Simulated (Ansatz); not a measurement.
A made-up structure of CH$_{5}$OSi (charge +1), closed shell:

```xyz
8
angstrom
O -0.7472 1.0272 -0.7082
C 0.1797 0.5313 0.3253
Si 0.6030 -1.1206 0.5121
H -0.4438 0.9858 -1.6296
H 1.1432 0.0959 1.0069
H 0.5173 1.3785 0.9049
H 1.5418 -1.4586 1.5893
H 0.0343 -2.1396 -0.3869
```

It is relaxed with PBE-D4/def2-SVP and then PBE0-D4/def2-TZVP (Ansatz 0.2.0). Atoms count as bonded within 1.22 times the sum of their covalent radii (H–H: 0.88 Å). The end point is not checked to be a true minimum.

Problem. Does its bonding change? (Judge from chemistry; the calculation decides.)

Solution. The calculation gives: Yes. Formed: none; broken: Si3–H5.

Where it ends: The first stage lowers the energy by 4.15 eV in 14 steps. It ends as CH₅OSi ([OH][CH2][SiH2]), total charge +1:
| atom | x (Å) | y (Å) | z (Å) |
| --- | --- | --- | --- |
| O1 | -0.3811 | 0.6196 | -0.9428 |
| C2 | 0.4263 | 0.4943 | 0.1753 |
| Si3 | 0.5204 | -1.2696 | 0.6816 |
| H4 | -0.4380 | 1.5416 | -1.2190 |
| H5 | 1.4768 | 0.8250 | 0.0385 |
| H6 | 0.0794 | 1.0476 | 1.0725 |
| H7 | 1.3339 | -1.6254 | 1.8591 |
| H8 | -0.1896 | -2.3331 | -0.0514 |

Labels in which every atom is bracketed show which atoms are joined, not bond orders.

For scale, one of the runs: PBE0-D4/def2-TZVP relaxation, 129 basis functions, launched by `ansatz run in.yaml --threads 2 --pin off --events-out ev --progress --plain --max-ram 4352MiB`. The run took about 110 s on 2 CPU threads of an Intel Xeon Platinum 8259CL (shared host).
